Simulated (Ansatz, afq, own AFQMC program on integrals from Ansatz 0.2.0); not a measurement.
GeH3O, doublet in cc-pVDZ, levels against AFQMC with the constraint released

```yaml
atoms:
  - { symbol: Ge, position_ang: [-0.0397, -0.0333, 0.3224] }
  - { symbol: O, position_ang: [0.0761, 0.0906, -1.4554] }
  - { symbol: H, position_ang: [0.7468, -1.2916, 0.7941] }
  - { symbol: H, position_ang: [0.6148, 1.2738, 0.8244] }
  - { symbol: H, position_ang: [0.2917, 0.9787, -1.7498] }
```

Connectivity, by distances: GeH2–OH.

Basis cc-pVDZ. Noble-gas cores (and the filled d shells of Ga–Kr and In–Xe) are frozen. AFQMC by an in-house program on the Cholesky factors that Ansatz 0.2.0 writes for its CCSD(T) run. ph-AFQMC/CISD is guided by a CISD state made of CCSD amplitudes; releasing the constraint for a short imaginary time cuts its bias at the price of noise, slowly where states lie close. Error bars are statistical, one sigma. No spin–orbit coupling.

Determinant: UHF, the one that the program's search chose, which needn't be the lowest solution. The geometry is a point of a scan.

No full CI on the walks' own integrals is used here. The released AFQMC energy serves as the reference, which it does only where one determinant dominates, the energy is flat over the last release times and near the phaseless one (40 meV or 2 meV an electron, half that with transition metals). On small molecules, where full CI could be run and the noise was under 10 meV, such values lay within 10 meV of it in 19 cases of 20, a flattering rate, since the rule was set on those same cases; what remains of the bias isn't in the error bar.

Cautions: no relativity below Rb; no spin-orbit coupling; inner d shell frozen; the released value is read at 2.40 1/Eh with a noise of 28 meV, more than in the cases checked (meV from the phaseless value at times in 1/Eh: -11 ± 20 at 0.24, -24 ± 14 at 0.51, -4 ± 18 at 0.99, -31 ± 22 at 1.62, -22 ± 28 at 2.40).

```
T1 diagnostic                               : 0.0174
weight of the determinant in the CISD state : 0.892
⟨S²⟩ of the determinant                     : 0.754
size of the correlated space                : 13 electrons in 41 orbitals
```

Reference: AFQMC with the constraint released, correlation energy -8.315 ± 0.028 eV.

```csv
level,E − E(reference) (meV),share of correlation (%)
HF,8315.1 ± 28.0,0.00
MP2,829.2 ± 28.0,90.03
CCSD,210.2 ± 28.0,97.47
CCSD(T),34.0 ± 28.0,99.59
ph-AFQMC/HF,-57.3 ± 76.9,100.69
ph-AFQMC/CISD,21.7 ± 32.0,99.74
```

Released energies are given only where the last usable release times agree within the noise; a slower fall can still hide under it.
